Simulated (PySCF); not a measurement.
C5H9F.
Z-matrix (Å and degrees, PBE0-D3(BJ)/def2-SVP geometry), rows numbered from 1:
```
C 
C   1  1.5211
C   2  1.5076  1  112.86
C   3  1.5148  2  121.17  1   -81.85
C   3  1.4854  2  121.56  1  -152.88
F   5  1.3578  3  118.33  4   108.23
H   1  1.1005  2  111.62  3   179.64
H   1  1.1015  2  111.11  3   -60.16
H   1  1.1015  2  111.03  3    59.23
H   2  1.1040  1  109.65  3  -121.76
H   2  1.1038  1  110.02  3   122.13
H   3  1.0963  2  115.34  1    62.83
H   4  1.0927  3  117.35  5  -105.95
H   4  1.0942  3  118.93  5   107.80
H   5  1.0961  3  119.39  4  -109.80
```

Level: PBE0/pcSseg-1 and wB97X-D/def2-SVPD in PySCF, non-relativistic, on one gas-phase PBE0-D3(BJ)/def2-SVP geometry that isn't relaxed in the solvent. The solvent is an IEF-PCM continuum (cavity from Bondi-type radii × 1.2). The model holds no explicit solvent molecules, cavitation or dispersion.

Gas phase at PBE0/pcSseg-1: HOMO -7.91 eV, LUMO 1.57 eV, dipole 1.79 D.

**Question.** What does the continuum do to the energy, the frontier levels and the dipole at PBE0/pcSseg-1 in chloroform and tetrahydrofuran?

**Answer.** 
```
        solvent      ε  E(solvent) − E(gas) (kJ/mol)  polarisation term (kJ/mol)  distortion of the solute (kJ/mol)  HOMO (eV)  LUMO (eV)  dipole (D)
     chloroform  4.711                         -8.14                       -8.81                               0.67      -7.85       1.77        2.06
tetrahydrofuran  7.426                         -9.31                      -10.19                               0.88      -7.85       1.79        2.10
```

The polarisation term is half the interaction of the solute with the surface charges that it induces; the rest is the cost of distorting the solute's density. The sum is the electrostatic part of solvation alone. From chloroform to tetrahydrofuran the lowering changes by a factor 1.14, Onsager's factor (ε − 1)/(2ε + 1) by 1.14 and ε itself by 1.6.

**Question.** Which radius a makes the point-dipole formula ΔE = −[(ε − 1)/(2ε + 1)]·μ²/a³ give the value in tetrahydrofuran, with the gas-phase dipole?

**Answer.** μ = 0.705 au and |ΔE| = 0.00355 Eh give a = 2.03 Å; the farthest nucleus lies 3.00 Å from the centroid of the nuclei, so such a sphere wouldn't even hold the nuclei. The formula assumes a rigid point dipole at the centre of a sphere.

Gas phase at wB97X-D/def2-SVPD: HOMO -9.89 eV, LUMO 2.45 eV, dipole 1.92 D.

**Question.** What does the continuum do to the energy, the frontier levels and the dipole at wB97X-D/def2-SVPD in chloroform and tetrahydrofuran?

**Answer.** 
| solvent | ε | E(solvent) − E(gas) (kJ/mol) | polarisation term (kJ/mol) | distortion of the solute (kJ/mol) | HOMO (eV) | LUMO (eV) | dipole (D) |
| --- | --- | --- | --- | --- | --- | --- | --- |
| chloroform | 4.711 | -8.66 | -9.49 | 0.83 | -9.82 | 2.64 | 2.23 |
| tetrahydrofuran | 7.426 | -9.91 | -11.01 | 1.10 | -9.82 | 2.66 | 2.27 |

**Question.** How does the static polarisability (wB97X-D/def2-SVPD, frozen core, with the continuum's full static response) change?

**Answer.** 
```json
{"medium": "gas", "isotropic (au)": "59.8", "principal values (au)": "54.2, 57.7, 67.6", "⟨r²⟩ of the electrons (bohr²)": "729.7"}
{"medium": "chloroform", "isotropic (au)": "72.8", "principal values (au)": "67.6, 71.6, 79.1", "⟨r²⟩ of the electrons (bohr²)": "729.9"}
{"medium": "tetrahydrofuran", "isotropic (au)": "75.1", "principal values (au)": "70.2, 74.2, 80.9", "⟨r²⟩ of the electrons (bohr²)": "729.9"}
```

The isotropic value in tetrahydrofuran is 1.25 times the gas-phase one; no cavity-field correction is applied. ⟨r²⟩ is taken about the centre of nuclear charge.

wB97X-D is run here without its empirical dispersion term; that term would change no orbital, density or response property at a fixed geometry.
